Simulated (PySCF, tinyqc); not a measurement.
A ladder of methods, and size consistency: correlation methods against full CI in the sto-6g basis, for BH, spin multiplicity 1. Computed by the program tinyqc with PySCF. All electrons correlated; +Q is the Davidson correction (1 - c0^2) E_corr. The last columns treat two copies 100 angstrom apart as one system. FCI is the lowest singlet.

Geometry (angstrom):

| atom | x | y | z |
|---|---|---|---|
| B | 0.0000 | 0.0000 | 0.0000 |
| H | 0.0000 | 0.0000 | 1.6810 |

RHF energy of one = -24.932585 hartree

Correlation energies (hartree):

| method | E_corr of one | share of FCI (%) | E_corr of two at 100 angstrom | two minus twice one (mhartree) |
|---|---|---|---|---|
| MP2 | -0.042476 | 52.4009 | -0.084952 | 0.0000 |
| CISD | -0.076859 | 94.8174 | -0.140751 | 12.9664 |
| CISD+Q | -0.084593 | 104.3587 | -0.162644 | 6.5417 |
| CCSD | -0.080885 | 99.7844 | -0.161770 | 0.0000 |
| CCSD(T) | -0.080951 | 99.8659 | -0.161902 | 0.0000 |
| FCI | -0.081060 | 100.0000 | - | - |

What does the comparison show, and why?

MP2 recovers 52 %, CISD 94.8 % and CCSD 99.8 % of the FCI value (c0^2 = 0.899 in CISD). MP2 and coupled cluster are size consistent, so their last column vanishes; CISD loses 12.97 mhartree, since a double excitation on each copy is a quadruple of the pair, and the Davidson correction leaves +6.54. The restricted reference is unstable here: a spin-polarised solution lies 0.0061 hartree lower (PySCF), so results built on it describe a poor reference.
